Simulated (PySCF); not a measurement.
C3H5F2 (doublet state).
Cartesian coordinates in Å at the GFN2-xTB level; atoms count from 1:
```
atom  x, y, z in Å
F1     0.923   -0.947    1.307
C2     1.053   -0.784   -0.050
C3     0.052    0.157   -0.586
C4    -1.023    0.689    0.270
F5    -1.870    1.498   -0.439
H6     0.958   -1.791   -0.491
H7     2.082   -0.435   -0.229
H8     0.100    0.439   -1.620
H9    -0.629    1.293    1.105
H10   -1.638   -0.114    0.709
```

The hyperfine couplings belong to this conformer and change with its torsions.

As a line formula: `FC[CH]CF` [radical].

The calculation used UKS B3LYP, pcH-1 on C F H, non-relativistic, mean-field spin-orbit, GIAO (PySCF). Isolated species at its GFN2-xTB geometry (one conformer only). GFN2-xTB frequencies show an imaginary mode (33i cm⁻¹), so this geometry is no minimum at that level. Couplings are sensitive to structure, and on GFN2-xTB geometries they can be far from those on DFT ones. The SCF solution wasn't tested for stability.

The isotropic 13C couplings, averaged over equivalent nuclei, are +88.0, -39.9 MHz. Assign them to C2/C4; C3.

```
 site  a_iso (MHz)  ρ(0) (bohr⁻³)                 position  distance from C3 (Å)  spin population  largest |T| (MHz)
C2/C4        -39.9        -0.0355           1 bond from C3                  1.47            -0.08                2.2
   C3        +88.0        +0.0783  largest spin population                  0.00            +1.01              163.3
```

Match the computed a_iso(1H) values +121.1, -64.3 MHz (means over equivalent nuclei) with the sites H6/H7/H9/H10; H8.

```json
{"site": "H6/H7/H9/H10", "a_iso (MHz)": "+121.1", "ρ(0) (bohr⁻³)": "+0.0271", "position": "β, 2 bonds from C3", "distance from C3 (Å)": "2.15", "bound to": "C2/C4", "spin population there": "-0.08", "largest |T| (MHz)": "8.8"}
{"site": "H8", "a_iso (MHz)": "-64.3", "ρ(0) (bohr⁻³)": "-0.0144", "position": "α, 1 bond from C3", "distance from C3 (Å)": "1.07", "bound to": "C3", "spin population there": "+1.01", "largest |T| (MHz)": "39.3"}
```

ρ(0) is the spin density at the nucleus and T the dipolar tensor; entries for several nuclei are means. The Mulliken spin populations are largest on C3 (+1.01), C4 (-0.08) and C2 (-0.08). No atom but C3 exceeds +0.15. The positive populations add up to 1.20 and the negative ones to -0.20, together 2S = 1. The angles at C3 add up to 360.0°, so it is planar; its axial dipolar tensor and the negative coupling of its proton fit spin in a p orbital normal to that plane.

Nuclei that the bonding pattern makes equivalent are averaged, as if the motion that swaps them (rotation, inversion, ring flip) were fast. The 1H value of +121.1 MHz is a mean of couplings from 107.1 to 128.5 MHz in this one geometry, not an average over conformers. The 19F value of -4.8 MHz is a mean of couplings from -7.7 to -1.8 MHz in this one geometry, not an average over conformers.

The run took 19 s wall (grids of density and orbitals included) on Arm Neoverse V1, one thread, shared host, and the process peaked at 0.60 GiB of memory.
